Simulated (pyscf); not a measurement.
Structures and frequencies: ωB97X-D3(BJ)/def2-SVP in PySCF. MP2 and CC: frozen core, UHF for open shells. ΔMP2 is the change of the MP2 total energy from the triple- to the quadruple-zeta basis.

**Question.** For [O=SiH]• + water (H₂O) → HO–SiH•–OH, an addition across a multiple bond or ene-type step (doublet surface; H–O broken, H–O, O–Si formed), PBE/def2-TZVP gives ΔE‡ = -0.58 eV and ΔE = -2.39 eV (zero: the separated reactants). In which direction and how far do r²SCAN/def2-TZVP, B3LYP-D3(BJ)/def2-TZVP, CCSD(T)/def2-TZVPP + ΔMP2(QZVPP) move these?

**Answer.** r²SCAN: ΔE‡ = -0.64 eV, ΔE = -2.66 eV; B3LYP-D3(BJ): ΔE‡ = -0.47 eV, ΔE = -2.53 eV; CCSD(T): ΔE‡ = -0.39 eV, ΔE = -2.54 eV. PBE's barrier lies among them. Its reaction energy lies over all of them, by 0.14 to 0.27 eV. On the reactant side the descent ends in an adduct with a O–Si contact, 0.74 eV under the separated species and 0.17 eV under the saddle at ωB97X-D3(BJ)/def2-TZVP. At PBE, r²SCAN, B3LYP-D3(BJ), CCSD(T) the saddle lies under the separated reactants, which points to a path from their complex (located at ωB97X-D3(BJ) alone). What is counted as formed (O–Si) is already present as a longer contact in the reactant adduct; forming that adduct is a step of its own. At ωB97X-D3(BJ) the barrier from the zero used here is -0.58 eV. One saddle was located; it need not be the lowest between these sides. The CCSD(T) − MP2 part came from Ansatz, without density fitting, on the same reference.
